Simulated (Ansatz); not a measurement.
**SiNH2+ (triplet): wave-function methods side by side, cc-pVDZ**

One table from this session's results is given with a row withheld; the runs are named, their logs left out.

Computed with Ansatz 0.2.0, Gaussian basis. Level: cc-pVDZ, core rule «outside noble gas», up to 6 orbitals frozen.

To be run: UHF; CCSD(T) on ROHF; CCSD(T) on UHF; BCCD(T) on ROHF; CISD; CCSDT(Q) on ROHF; CCSDT(Q) on UHF; CASSCF and MRCISD+Q, 10 electrons in 10 orbitals; CASSCF and NEVPT2, 10 electrons in 10 orbitals.

24 further runs of the same task are left out: 10 that didn't finish, 14 set aside as unsound or not needed.

### What is computed

The geometry is a PBE0/def2-TZVP stationary point (not a proven minimum) of the parent state, kept for this charge and spin.

4 atoms, charge 1, spin multiplicity 3.

Atoms are counted from 1 here; the program's logs count them from 0.

Bond lengths: Si1–N2 1.849 Å, Si1–H3 1.470 Å, Si1–H4 1.470 Å. Angles: N2–Si1–H3 117.7°, N2–Si1–H4 117.7°, H3–Si1–H4 124.6°.

The first run:

Input file in.yaml:

```yaml
crystal:
  periodic: [false, false, false]
  atoms:
    - {symbol: Si, position_ang: [0.000000, 0.000000, 0.555774]}
    - {symbol: N, position_ang: [0.000000, 0.000000, -1.292740]}
    - {symbol: H, position_ang: [0.000000, 1.301958, 1.239079]}
    - {symbol: H, position_ang: [0.000000, -1.301958, 1.239079]}
basis:
  gaussian: {orbitals: cc-pVDZ}
total_charge: 1
magnetization: {spin_polarized: true, initial_magnetization: 2}
hamiltonian: {xc: hf}
output: {orbitals: {seedname: orbitals}}
```

Run with:

```
$ ansatz run in.yaml --threads 1 --pin off --events-out ev --progress --plain --max-ram 2393MiB
```

Among the steps run: UHF; CCSD(T) on ROHF; CCSD(T) on UHF; BCCD(T) on ROHF; CISD; CCSDT(Q) on ROHF; CCSDT(Q) on UHF; CASSCF and MRCISD+Q, 10 electrons in 10 orbitals; CASSCF and NEVPT2, 10 electrons in 10 orbitals.

One of the session's tables, all rows but one given; the rest of the session is left out.

```
          method  from UCCSDT(Q) (kJ/mol)
            ROHF                   +579.1
             UHF                   +563.6
            RMP2                   +113.6
            UMP2                        ?
            CISD                    +51.5
           RCCSD                    +17.5
           UCCSD                    +17.1
        RCCSD(T)                     +4.2
        UCCSD(T)                     +4.1
         BCCD(T)                     +4.3
          RCCSDT                     +1.1
          UCCSDT                     +1.0
       RCCSDT(Q)                     +0.2
       UCCSDT(Q)                        0
  CASSCF valence                   +379.2
  NEVPT2 valence                    +86.4
  MRCISD valence                    +21.3
MRCISD+Q valence                     +1.5
```

**Question.** Estimate the row for UMP2.

**Answer.** from UCCSDT(Q) (kJ/mol): +114.4. In the column «from UCCSDT(Q) (kJ/mol)» it lies between RMP2 (+113.6) and CASSCF valence (+379.2).

Limits of these values: Restricted and unrestricted rows rest on different reference determinants; where their highest levels disagree by more than a few hundredths of an eV, they describe different states and don't form one ladder.
